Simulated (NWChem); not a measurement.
Program: NWChem. System: hydrogen chloride (HCl), charge 0, spin multiplicity 1, at a geometry optimised with B3LYP/def2-SVP. Level: TD-PBE/def2-SVPD.

Job file:

```
start mol
memory heap 200 mb stack 900 mb global 1100 mb
geometry units angstroms nocenter noautoz
  Cl     0.000000     0.000000     0.071649
  H      0.000000     0.000000    -1.218034
  symmetry group C2v
end
basis spherical
  * library def2-svpd
end
dft
  xc xpbe96 cpbe96
  semidirect memsize 60000000 filesize 0
  iterations 100
end
tddft
  rpa
  nroots 5
  notriplet
  thresh 1e-4
end
task tddft energy
```

Part of the output:

```
             Northwest Computational Chemistry Package (NWChem) 7.3.0
             --------------------------------------------------------

                                NWChem Input Module
                                -------------------

 Scaling coordinates for geometry "geometry" by  1.889725989
 (inverse scale =  0.529177249)

 Turning off AUTOSYM since
 SYMMETRY directive was detected!

                             Geometry "geometry" -> ""
                             -------------------------

 Output coordinates in angstroms (scale by  1.889725989 to convert to a.u.)

  No.       Tag          Charge          X              Y              Z
 ---- ---------------- ---------- -------------- -------------- --------------
    1 Cl                  17.0000     0.00000000     0.00000000     0.07164900
    2 H                    1.0000     0.00000000     0.00000000    -1.21803400

 Effective nuclear repulsion energy (a.u.)       6.9753677710

            Nuclear Dipole moment (a.u.)
            ----------------------------
        X                 Y               Z
 ---------------- ---------------- ----------------
     0.0000000000     0.0000000000    -0.0000018897

      Symmetry information
      --------------------

 Group name             C2v
 Group number             16
 Group order               4
 No. of unique centers     2

      Symmetry unique atoms

     1    2


 Summary of "ao basis" -> "" (spherical)
 ------------------------------------------------------------------------------
       Tag                 Description            Shells   Functions and Types
 ---------------- ------------------------------  ------  ---------------------
 *                         def2-svpd                  on all atoms

  pbe96 is a nonlocal functional; adding pw91lda local functional.

                                 NWChem DFT Module
                                 -----------------

 Summary of "ao basis" -> "ao basis" (spherical)
 ------------------------------------------------------------------------------
       Tag                 Description            Shells   Functions and Types
 ---------------- ------------------------------  ------  ---------------------
 Cl                        def2-svpd                11       27   5s4p2d
 H                         def2-svpd                 4        8   2s2p

 Summary of "ao basis" -> "ao basis" (spherical)
 ------------------------------------------------------------------------------
       Tag                 Description            Shells   Functions and Types
 ---------------- ------------------------------  ------  ---------------------
 Cl                        def2-svpd                11       27   5s4p2d
 H                         def2-svpd                 4        8   2s2p

      Symmetry analysis of basis
      --------------------------

        a1         17
        a2          2
        b1          8
        b2          8

            General Information
            -------------------
          SCF calculation type: DFT
          Wavefunction type:  closed shell.
          No. of atoms     :     2
          No. of electrons :    18
           Alpha electrons :     9
            Beta electrons :     9
          Charge           :     0
          Spin multiplicity:     1
          Use of symmetry is: off; symmetry adaption is: on
          Maximum number of iterations: 100
          AO basis - number of functions:    35
                     number of shells:    15
          Convergence on energy requested:  1.00D-06
          Convergence on density requested:  1.00D-05
          Convergence on gradient requested:  5.00D-04

              XC Information
              --------------
          PerdewBurkeErnzerhof Exchange Functional  1.000
            Perdew 1991 LDA Correlation Functional  1.000 local
           PerdewBurkeErnz. Correlation Functional  1.000 non-local

             Grid Information
             ----------------
          Grid used for XC integration:  medium
          Radial quadrature: Mura-Knowles
          Angular quadrature: Lebedev.
          Tag              B.-S. Rad. Rad. Pts. Rad. Cut. Ang. Pts.
          ---              ---------- --------- --------- ---------
          Cl                  1.00       88           7.0       590
          H                   0.35       45           8.0       434
          Grid pruning is: on
          Number of quadrature shells:   133
          Spatial weights used:  Erf1

          Convergence Information
          -----------------------
          Convergence aids based upon iterative change in
          total energy or number of iterations.
          Levelshifting, if invoked, occurs when the
          HOMO/LUMO gap drops below (HL_TOL):  1.00D-02
          DIIS, if invoked, will attempt to extrapolate
          using up to (NFOCK): 10 stored Fock matrices.

                    Damping( 0%)  Levelshifting(0.5)       DIIS
                  --------------- ------------------- ---------------
          dE  on:    start            ASAP                start
          dE off:    2 iters        100 iters           100 iters

      Screening Tolerance Information
      -------------------------------
          Density screening/tol_rho:  1.00D-10
          AO Gaussian exp screening on grid/accAOfunc:  14
          CD Gaussian exp screening on grid/accCDfunc:  20
          XC Gaussian exp screening on grid/accXCfunc:  20
          Schwarz screening/accCoul:  1.00D-08

      Superposition of Atomic Density Guess
      -------------------------------------

 Sum of atomic energies:        -459.82887318
[...]
           0.000000000000           5.818473710526           0.000000000000
           0.000000000000           0.000000000000           0.000000000000

     Multipole analysis of the density
     ---------------------------------

     L   x y z        total         alpha         beta         nuclear
     -   - - -        -----         -----         ----         -------
     0   0 0 0     -0.000000     -9.000000     -9.000000     18.000000

     1   1 0 0      0.000000      0.000000      0.000000      0.000000
     1   0 1 0     -0.000000     -0.000000     -0.000000      0.000000
     1   0 0 1     -0.441680     -0.220839     -0.220839     -0.000002

     2   2 0 0    -10.592840     -5.296420     -5.296420      0.000000
     2   1 1 0      0.000000      0.000000      0.000000      0.000000
     2   1 0 1     -0.000000     -0.000000     -0.000000      0.000000
     2   0 2 0    -10.592840     -5.296420     -5.296420      0.000000
     2   0 1 1      0.000000      0.000000      0.000000      0.000000
     2   0 0 2     -7.825877     -6.717791     -6.717791      5.609705

                                NWChem TDDFT Module
                                -------------------

            General Information
            -------------------
           No. of orbitals :      70
            Alpha orbitals :      35
             Beta orbitals :      35
        Alpha frozen cores :       0
         Beta frozen cores :       0
     Alpha frozen virtuals :       0
      Beta frozen virtuals :       0
         Spin multiplicity :       1
    Number of AO functions :      35
        Use of symmetry is : off
      Symmetry adaption is : on
         Schwarz screening :  0.10D-07

              XC Information
              --------------
   PerdewBurkeErnzerhof Exchange Functional   1.00
     Perdew 1991 LDA Correlation Functional   1.00 local
    PerdewBurkeErnz. Correlation Functional   1.00 non-local

             TDDFT Information
             -----------------
          Calculation type : TDDFT
         Wavefunction type : Restricted singlets
          No. of electrons :      18
           Alpha electrons :       9
            Beta electrons :       9
              No. of roots :       5
          Max subspacesize :    5000
            Max iterations :     100
               Target root :       1
           Target symmetry : none
      Symmetry restriction : off
                 Algorithm : Optimal
        Davidson threshold :  0.10D-03

            Memory Information
            ------------------
          Available GA space size is         144177975 doubles
          Available MA space size is          50657396 doubles
          Length of a trial vector is          234
          Algorithm : Incore multiple tensor contraction
          Estimated peak GA usage is           4736240 doubles
          Estimated peak MA usage is             18000 doubles

    5 smallest eigenvalue differences (eV)
--------------------------------------------------------
  No. Spin  Occ  Vir  Irrep   E(Occ)    E(Vir)   E(Diff)
--------------------------------------------------------
    1    1    9   10 b1       -0.297    -0.036     7.098
    2    1    8   10 b2       -0.297    -0.036     7.098
    3    1    9   11 b1       -0.297     0.049     9.428
    4    1    8   11 b2       -0.297     0.049     9.428
    5    1    9   12 b1       -0.297     0.062     9.777
--------------------------------------------------------

  Entering Davidson iterations
  Restricted singlet excited states

  Iter   NTrls   NConv    DeltaV     DeltaE      Time
  ----  ------  ------  ---------  ---------  ---------
    1      5       0     0.13E+00   0.10+100        0.5
    2     10       0     0.40E-01   0.61E-02        0.5
    3     20       0     0.46E-02   0.16E-02        0.6
    4     30       0     0.14E-02   0.14E-04        0.7
    5     40       2     0.43E-03   0.75E-06        0.8
    6     46       5     0.74E-04   0.43E-07        0.6
  ----  ------  ------  ---------  ---------  ---------
  Convergence criterion met

  Ground state a1       -460.474236780172 a.u.

  ----------------------------------------------------------------------------
  Root   1 singlet b1             0.269340660 a.u.                7.3291 eV
  ----------------------------------------------------------------------------
     Transition Moments    X  0.40071   Y  0.02690   Z  0.00000
     Transition Moments   XX  0.00000  XY -0.00000  XZ -0.12992
     Transition Moments   YY -0.00000  YZ -0.00872  ZZ -0.00000
     Dipole Oscillator Strength                    0.0289611376
     Electric Quadrupole                           0.0000000018
     Magnetic Dipole                               0.0000001669
     Total Oscillator Strength                     0.0289613063

          sigma_e =   1.9354 Angstrom
          sigma_h =   1.1000 Angstrom
         |d_h->e| =   1.0311 Angstrom
            d_exc =   2.4589 Angstrom
            d_CD1 =   1.8665 Angstrom
            d_CD2 =  -0.4865 Angstrom
            d_CD3 =   3.4900 Angstrom
     Pearson C.C. =  -0.0064

     Occ.    8  b2  ---  Virt.   10  a1  -0.06681 X
     Occ.    9  b1  ---  Virt.   10  a1  -0.99514 X
     Occ.    9  b1  ---  Virt.   11  a1  -0.05901 X
  ----------------------------------------------------------------------------
  Root   2 singlet b2             0.269340661 a.u.                7.3291 eV
  ----------------------------------------------------------------------------
     Transition Moments    X -0.02690   Y  0.40071   Z  0.00000
     Transition Moments   XX  0.00000  XY  0.00000  XZ  0.00872
     Transition Moments   YY  0.00000  YZ -0.12993  ZZ -0.00000
     Dipole Oscillator Strength                    0.0289611293
     Electric Quadrupole                           0.0000000018
     Magnetic Dipole                               0.0000001669
     Total Oscillator Strength                     0.0289612980

          sigma_e =   1.9354 Angstrom
          sigma_h =   1.1000 Angstrom
         |d_h->e| =   1.0311 Angstrom
            d_exc =   2.4589 Angstrom
            d_CD1 =   1.8665 Angstrom
            d_CD2 =  -0.4865 Angstrom
            d_CD3 =   3.4900 Angstrom
     Pearson C.C. =  -0.0064

     Occ.    8  b2  ---  Virt.   10  a1  -0.99514 X
     Occ.    8  b2  ---  Virt.   11  a1  -0.05901 X
     Occ.    9  b1  ---  Virt.   10  a1   0.06681 X
  ----------------------------------------------------------------------------
  Root   3 singlet b1             0.352612268 a.u.                9.5951 eV
  ----------------------------------------------------------------------------
     Transition Moments    X -0.56102   Y  0.03368   Z  0.00001
     Transition Moments   XX -0.00000  XY -0.00001  XZ  0.88204
     Transition Moments   YY -0.00001  YZ -0.05296  ZZ  0.00000
     Dipole Oscillator Strength                    0.0742556095
     Electric Quadrupole                           0.0000001823
     Magnetic Dipole                               0.0000002201
     Total Oscillator Strength                     0.0742560119

          sigma_e =   2.5144 Angstrom
          sigma_h =   1.1002 Angstrom
         |d_h->e| =   0.5638 Angstrom
            d_exc =   2.7992 Angstrom
            d_CD1 =   1.9780 Angstrom
            d_CD2 =  -1.2434 Angstrom
            d_CD3 =   3.3630 Angstrom
     Pearson C.C. =   0.0026

     Occ.    8  b2  ---  Virt.   11  a1  -0.05676 X
     Occ.    8  b2  ---  Virt.   18  a2  -0.07015 X
     Occ.    9  b1  ---  Virt.   10  a1  -0.05438 X
     Occ.    9  b1  ---  Virt.   11  a1   0.94542 X
     Occ.    9  b1  ---  Virt.   12  a1  -0.29677 X
     Occ.    9  b1  ---  Virt.   17  a1  -0.07015 X
  ----------------------------------------------------------------------------
  Root   4 singlet b2             0.352612269 a.u.                9.5951 eV
  ----------------------------------------------------------------------------
     Transition Moments    X  0.03368   Y  0.56102   Z -0.00001
     Transition Moments   XX -0.00002  XY -0.00001  XZ -0.05296
     Transition Moments   YY -0.00002  YZ -0.88203  ZZ  0.00001
     Dipole Oscillator Strength                    0.0742562194
     Electric Quadrupole                           0.0000001823
     Magnetic Dipole                               0.0000002201
     Total Oscillator Strength                     0.0742566218

          sigma_e =   2.5144 Angstrom
          sigma_h =   1.1002 Angstrom
         |d_h->e| =   0.5638 Angstrom
            d_exc =   2.7992 Angstrom
            d_CD1 =   1.9780 Angstrom
            d_CD2 =  -1.2434 Angstrom
            d_CD3 =   3.3630 Angstrom
     Pearson C.C. =   0.0027

     Occ.    8  b2  ---  Virt.   10  a1   0.05438 X
     Occ.    8  b2  ---  Virt.   11  a1  -0.94542 X
     Occ.    8  b2  ---  Virt.   12  a1   0.29677 X
     Occ.    8  b2  ---  Virt.   17  a1  -0.07015 X
     Occ.    9  b1  ---  Virt.   11  a1  -0.05676 X
     Occ.    9  b1  ---  Virt.   18  a2   0.07015 X
  ----------------------------------------------------------------------------
  Root   5 singlet b1             0.359289075 a.u.                9.7768 eV
  ----------------------------------------------------------------------------
     Transition Moments    X  0.53619   Y  0.00201   Z -0.00001
     Transition Moments   XX -0.00002  XY  0.00000  XZ  0.88136
     Transition Moments   YY -0.00001  YZ  0.00330  ZZ  0.00001
     Dipole Oscillator Strength                    0.0688656104
     Electric Quadrupole                           0.0000001919
     Magnetic Dipole                               0.0000000068
     Total Oscillator Strength                     0.0688658091

          sigma_e =   2.4798 Angstrom
          sigma_h =   1.1000 Angstrom
         |d_h->e| =   1.0131 Angstrom
            d_exc =   2.8959 Angstrom
            d_CD1 =   2.3928 Angstrom
            d_CD2 =  -0.7769 Angstrom
            d_CD3 =   3.9090 Angstrom
     Pearson C.C. =  -0.0001

     Occ.    9  b1  ---  Virt.   11  a1  -0.29544 X
     Occ.    9  b1  ---  Virt.   12  a1  -0.95465 X

              Target root =      1
          Target symmetry = none
      Ground state energy =   -460.474236780172
        Excitation energy =      0.269340660457
     Excited state energy =   -460.204896119715

  stored tddft:energy   -460.20489611971487

 Task  times  cpu:        4.8s     wall:        4.8s

 Total times  cpu:        4.8s     wall:        4.8s
```
